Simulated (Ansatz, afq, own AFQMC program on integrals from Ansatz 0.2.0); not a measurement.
Al, doublet in def2-TZVPP, levels against full CI

A free Al atom.

Basis def2-TZVPP. Only valence electrons are correlated. Ansatz 0.2.0 and our own AFQMC program on the same integrals; the CISD trial comes from CCSD amplitudes, and released means the phaseless constraint is let go. Free projection: walkers drawn from exp(T), propagated without any constraint. Its projection time is finite, and what remains of the start isn't in its error. Uncertainties: one standard error, sampling alone.

Determinant: UHF, the one that the program's search chose, which needn't be the lowest solution.

Full CI on the same integrals is exact in this basis and with this determinant's frozen core.

```
T1 diagnostic                               : 0.0179
weight of the determinant in the CISD state : 0.931
⟨S²⟩ of the determinant                     : 0.770
size of the correlated space                : 3 electrons in 37 orbitals
```

(1) Estimate: order these by the size of their error in total energy against full CI, smallest first.
A. CCSD
B. phaseless AFQMC with a CISD trial
C. MP2
D. CCSD(T)

(1) B (3.5 ± 0.8 meV), D (13.0 meV), A (44.0 meV), C (456.8 meV).

Reference: full CI, correlation energy -1.425 eV.

A walk keeps the symmetry of its determinant, which the program's search chose and which needn't be the lowest solution, so a lower state of the same spin and another symmetry isn't excluded.
